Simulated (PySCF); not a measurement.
ethane (C₂H₆), SMILES CC. Geometry optimised at PBE-D3(BJ)/def2-TZVP.

These are PBE-D3(BJ)/def2-TZVP (PySCF 2.14.0) values and carry that method's errors.

Harmonic wavenumbers (cm⁻¹): 302, 800, 800, 992, 1178, 1178, 1357, 1369, 1452, 1452, 1454, 1454, 2969, 2972, 3022, 3022, 3048, 3048. Rotational constants (GHz): 79.73, 19.90, 19.90; symmetry number 6.

Task: Work out the zero-point energy and the ideal-gas rigid-rotor harmonic-oscillator thermochemistry at 298.15 K and 1 atm.

Result: ZPE = ½ Σ hcν = ½ × 31869 cm⁻¹ = 190.62 kJ/mol. H − E(el) = 202.35 kJ/mol. Entropy in J/(mol K): translation 151.19, rotation 68.20, vibration 8.81, total 228.20. G − E(el) = 134.31 kJ/mol. Cp = 51.62 J/(mol K).
